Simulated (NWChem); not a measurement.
Basis-set dependence for hydrogen sulfide (H2S)

```xyz
3

S      0.0000     0.0000     0.1056
H     -0.9740     0.0000    -0.8447
H      0.9740     0.0000    -0.8447
```
Charge 0, spin multiplicity 1.

All runs are NWChem calculations. The geometry was optimised at PBE/def2-SVP, a minimum by its harmonic frequencies.

Hartree-Fock energies in Ha, correlation energies in mHa.

The correlated methods keep 5 core orbitals frozen. The Pople sets run with spherical d functions. No row is a measurement; the coupled-cluster row has its own basis-set and correlation limits.

```csv
basis,functions,RHF,MP2,SCS-MP2,CCSD,CCSD+T(CCSD),CCSD(T),CR-CCSD[T],CR-CCSD(T),CCSDT,RI-MP2
6-31G*,22,-398.66428,-120.8,-123.5,-143.4,-146.4,-146.3,-146.0,-145.9,-146.7,not run
cc-pVDZ,28,-398.69401,-145.0,-147.1,-167.7,-171.1,-171.1,-170.7,-170.6,-171.5,-144.9
cc-pVTZ,62,-398.71195,-191.1,-195.2,-215.1,-223.2,-223.1,-222.0,-221.9,not run,-191.0
cc-pVQZ,119,-398.71683,-206.8,-212.7,-228.8,-238.4,-238.3,-237.0,-236.9,not run,-206.8
```

From cc-pVTZ to cc-pVQZ the Hartree-Fock energy moves by -4.9 mHa and the MP2 correlation energy by -15.7 mHa, which is 8 % of its value in the larger set.
